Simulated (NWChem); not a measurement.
Species: LiH; SMILES [LiH]

All runs: NWChem. Coordinates come from a PBE0/def2-SVP optimisation. Gas phase, vertical.

B3LYP/def2-SVPD, TDA puts singlet state 1 at 3.29 eV with oscillator strength 0.069.

Give the wavelength, the transition dipole and the radiative lifetime of that state in vacuum.


1. λ = 1239.84/3.29 = 377 nm, or 26540 cm⁻¹.
2. f = (2/3) ΔE μ² in atomic units, so μ = √(1.5 f/ΔE) = 0.93 a.u. = 2.35 D.
3. τ = 1.499 s cm⁻² / (f ν²) = 31 ns, for a non-degenerate state that emits at the vertical energy.
